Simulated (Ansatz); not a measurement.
**H₃S+ (triplet): from Hartree-Fock to the top rungs at distance S1–H2 = 1.357 Å, 6-31G**

How much of the correlation energy of H₃S+ (triplet) does each wave-function method recover here?

Program: Ansatz 0.2.0, Gaussian basis. Level of theory: 6-31G, core rule «outside noble gas», up to 5 orbitals frozen. These are calculated values, not measurements.

To be run: UHF; CCSD(T) on ROHF; CCSD(T) on UHF; BCCD(T) on ROHF; CISD; CCSDT(Q) on ROHF; CCSDT(Q) on UHF; CISDTQ; CCSDTQ on ROHF; CCSDTQ on UHF; CASSCF and MRCISD+Q, 4 electrons in 4 orbitals; CASSCF and NEVPT2, 4 electrons in 4 orbitals; CASSCF and MRCISD+Q, 8 electrons in 7 orbitals; CASSCF and NEVPT4(SD), 8 electrons in 7 orbitals; CASSCF and NEVPT2, 8 electrons in 7 orbitals; Full CI.

22 further runs of the same task are left out: 1 for a mislabelled method, 16 that didn't finish, 5 set aside as unsound or not needed.

**1. The geometry**

The geometry derives from a PBE0/def2-TZVP stationary point (not a proven minimum). One bond is set to the value named and the two fragments are kept rigid.

4 atoms, charge 1, spin multiplicity 3.

Atoms are counted from 1 here; the program's logs count them from 0.

Bond lengths: S1–H2 1.357 Å, S1–H3 1.520 Å, S1–H4 1.520 Å. Angles: H2–S1–H3 89.9°, H2–S1–H4 89.9°, H3–S1–H4 179.9°.

**2. UHF**

in.yaml reads:

```yaml
crystal:
  periodic: [false, false, false]
  atoms:
    - {symbol: S, position_ang: [0.000000, -0.039104, 0.000000]}
    - {symbol: H, position_ang: [0.000000, 1.318376, 0.000000]}
    - {symbol: H, position_ang: [0.000000, -0.037193, 1.520127]}
    - {symbol: H, position_ang: [0.000000, -0.037193, -1.520127]}
basis:
  gaussian: {orbitals: 6-31G}
total_charge: 1
magnetization: {spin_polarized: true, initial_magnetization: 2}
hamiltonian: {xc: hf}
output: {orbitals: {seedname: orbitals}}
```

Started as:

```sh
> ansatz run in.yaml --threads 1 --pin off --events-out ev --progress --plain --max-ram 2393MiB
```

The runs that follow: CCSD(T) on ROHF; CCSD(T) on UHF; BCCD(T) on ROHF; CISD; CCSDT(Q) on ROHF; CCSDT(Q) on UHF; CISDTQ; CCSDTQ on ROHF; CCSDTQ on UHF; CASSCF and MRCISD+Q, 4 electrons in 4 orbitals; CASSCF and NEVPT2, 4 electrons in 4 orbitals; CASSCF and MRCISD+Q, 8 electrons in 7 orbitals; CASSCF and NEVPT4(SD), 8 electrons in 7 orbitals; CASSCF and NEVPT2, 8 electrons in 7 orbitals; Full CI.

**Question.** What will the summary of the whole plan be? Wanted: FCI below the RHF energy; RMP2 from FCI; UMP2 from FCI; RCCSD from FCI; RCCSD(T) from FCI; UCCSD(T) from FCI; RCCSDT(Q) from FCI; UCCSDT(Q) from FCI; NEVPT2 pair from FCI.

The runs gave:

| quantity | value |
| --- | --- |
| FCI below the RHF energy | -2.3042 eV |
| RMP2 from FCI | +13.99 kcal/mol |
| UMP2 from FCI | +14.39 kcal/mol |
| RCCSD from FCI | +0.70 kcal/mol |
| RCCSD(T) from FCI | +0.19 kcal/mol |
| UCCSD(T) from FCI | +0.18 kcal/mol |
| RCCSDT(Q) from FCI | 0.00 kcal/mol |
| UCCSDT(Q) from FCI | 0.00 kcal/mol |
| NEVPT2 pair from FCI | +7.69 kcal/mol |
| NEVPT2 valence from FCI | +3.53 kcal/mol |
| NEVPT4(SD) valence from FCI | +0.40 kcal/mol |
| levels within 1 kcal/mol (43 meV) | RCCSD, UCCSD, RCCSD(T), UCCSD(T), BCCD(T), RCCSDT, UCCSDT, CISDTQ, RCCSDT(Q), UCCSDT(Q), RCCSDTQ, UCCSDTQ, NEVPT4(SD) valence, MRCISD valence, MRCISD+Q valence |
| T1 diagnostic | 0.023 |
| effectively unpaired electrons | 2.03 |

In words: RCCSD(T) lands +0.19 kcal/mol from the yardstick (0.4 % of the correlation energy). One determinant dominates. Of the multireference levels listed MRCISD+Q valence comes nearest in total energy (+0.11 kcal/mol), which doesn't show that its space is the better one. These misses are within one basis, not against nature; the frozen cores of restricted and unrestricted runs differ, which can shift their rows.
